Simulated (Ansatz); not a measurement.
bcc Li, treated with HSE06 in Ansatz (PAW).

Run with plane-wave cutoff 500 eV, 8×8×1 k mesh (along the axes of the cell as run), Fermi–Dirac smearing 0.1 eV, scalar-relativistic PAW data made under PBE.

The cell is the one relaxed with r²SCAN.

### Question
Give the computed surface energy of the (100) face and work function of the (100) face.

### Answer

surface energy of the (100) face: 0.44 J/m²
work function of the (100) face: 3.04 eV

Note: exact exchange on metals is sensitive to the k mesh and can open a false gap.

The slab of 6 atoms is relaxed and unreconstructed.

Computed values are for the static lattice.

Ansatz is a quantum-chemistry and plane-wave program.
